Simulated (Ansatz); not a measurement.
in.yaml

```yaml
crystal:
  periodic: [false, false, false]
  atoms:
    - {symbol: Al, position_ang: [-1.877333, 0.000000, 0.000000]}
    - {symbol: H, position_ang: [-2.670257, 1.373384, 0.000000]}
    - {symbol: H, position_ang: [-2.670257, -1.373384, 0.000000]}
    - {symbol: H, position_ang: [0.070667, 0.000000, 0.000000]}
    - {symbol: Si, position_ang: [1.992667, 0.000000, 0.000000]}
basis:
  gaussian: {orbitals: cc-pVDZ}
magnetization: {spin_polarized: false, initial_magnetization: 2}
hamiltonian: {xc: {name: r2SCAN}}
correlation: {method: ccsd_t, electrons: outside_noble_gas}
scf: {omitted_lower_state_checks: [cluster_reference]}
output: {forces: true}
```

```sh
$ ansatz run in.yaml --threads 1 --pin off --events-out ev --progress --plain --max-ram 2393MiB
```

The program prints:

```
these checks for a lower state are left out or cut short: cluster_reference
495 factors; integrals over basis functions are off by at most 1.9e-3 eV
mean field evaluation 1: about -14516.6820 eV, gradient 1.1e1 eV
mean field evaluation 2: about -14516.6791 eV, gradient 1.1e1 eV
mean field evaluation 4: about -14515.7432 eV, gradient 1.4e1 eV
mean field evaluation 8: about -14517.2872 eV, gradient 6.0e-1 eV
mean field evaluation 16: about -14517.2898 eV, gradient 1.6e-5 eV
mean field evaluation 32: about -14515.3729 eV, gradient 1.7e-4 eV
mean field evaluation 64: about -14517.2893 eV, gradient 1.8e-1 eV
mean field evaluation 96: about -14516.5309 eV, gradient 6.3e0 eV
mean field evaluation 128: about -14517.0170 eV, gradient 5.8e0 eV
mean field -14517.28976814 eV, -533.5005588069 hartree, gradient 1.4e-6 eV, S^2 2.000000; 16 other end points of the search recorded, 0 dependent functions left out
10 core orbitals not correlated: weight in the atoms' cores, before any rotation towards them, 1.000 or more for the frozen orbitals, at most 0.000 for the correlated occupied ones
reference -14488.64990716 eV, -532.4480633286 hartree; 6, 4 occupied and 35, 37 virtual orbitals, 495 factors
second order -3.85500516 eV of doubles, -0.30610512 eV of singles
cycle   1  -4.85120663 eV  change   -6.9e-1 eV  update   7.4e-2
cycle   2  -5.08772994 eV  change   -2.4e-1 eV  update   3.0e-2
cycle   3  -5.15042149 eV  change   -6.3e-2 eV  update   1.2e-2
cycle   4  -5.15557071 eV  change   -5.1e-3 eV  update   7.2e-3
cycle   5  -5.15833985 eV  change   -2.8e-3 eV  update   3.7e-3
cycle   6  -5.15872949 eV  change   -3.9e-4 eV  update   1.7e-3
cycle   7  -5.15884909 eV  change   -1.2e-4 eV  update   6.2e-4
cycle   8  -5.15909999 eV  change   -2.5e-4 eV  update   1.9e-4
cycle   9  -5.15912126 eV  change   -2.1e-5 eV  update   8.2e-5
cycle  10  -5.15909558 eV  change    2.6e-5 eV  update   2.8e-5
cycle  11  -5.15909814 eV  change   -2.6e-6 eV  update   1.2e-5
cycle  12  -5.15909820 eV  change   -6.1e-8 eV  update   4.7e-6
cycle  13  -5.15910106 eV  change   -2.9e-6 eV  update   1.8e-6
cycle  14  -5.15910047 eV  change    5.9e-7 eV  update   6.9e-7
cycle  15  -5.15910001 eV  change    4.6e-7 eV  update   2.7e-7
perturbative correction -0.12072226 eV, -0.0044364614 hartree
the calculation of the forces begins
Total energy: -14493.92972943 eV, -532.6420932183 hartree
Atom 0 at    -1.877333     0.000000     0.000000 Å, force     1.663605    -0.000000    -0.000000 eV/Å
Atom 1 at    -2.670257     1.373384     0.000000 Å, force     0.262069     0.031990     0.000000 eV/Å
Atom 2 at    -2.670257    -1.373384     0.000000 Å, force     0.262069    -0.031990     0.000000 eV/Å
Atom 3 at     0.070667     0.000000     0.000000 Å, force    -1.782584     0.000000     0.000000 eV/Å
Atom 4 at     1.992667     0.000000     0.000000 Å, force    -0.405159     0.000000    -0.000000 eV/Å
Dipole moment:    -0.713945     0.000000     0.000000 e Å
Checks for a lower state left out: cluster_reference
```

Forces (eV/Å):
```
Al   1.664  0.000  0.000
H    0.262  0.032  0.000
H    0.262 -0.032  0.000
H   -1.783  0.000  0.000
Si  -0.405  0.000  0.000
```

Ran on 1 thread of Intel Xeon Platinum 8488C, shared host: 34 s wall, 0.21 GiB peak host memory.
